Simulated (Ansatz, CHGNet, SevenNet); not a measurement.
**How the c axis length of 1T (CdI2-type) TiTe2 moves with the method**

No measured value is used here.

| level (code) | value (Å) |
|---|---|
| CHGNet 0.3.0 (CHGNet) | [?] |
| SevenNet-0 (SevenNet) | 7.266 |
| SevenNet-l3i5 (SevenNet) | 7.084 |
| LDA (Ansatz) | 6.340 |
| PBE-D3(BJ) (Ansatz) | 6.384 |
| r²SCAN+rVV10 (Ansatz) | [?] |

Problem. Fill in the missing entries.

Solution. 
- CHGNet 0.3.0 (CHGNet), value (Å): 7.503
- r²SCAN+rVV10 (Ansatz, a quantum-chemistry and plane-wave program), value (Å): 6.616

LDA: the cell comes from a level without a dispersion term, which matters for the spacing of layers, chains or molecules. Cutoffs and k meshes differ between the levels. Ansatz's density-functional and Hartree–Fock values are scalar-relativistic unless marked +SOC, with PAW data made under PBE.

Machine-learned potentials (CHGNet 0.3.0, SevenNet-0, SevenNet-l3i5) are trained on DFT data, which may include these solids.
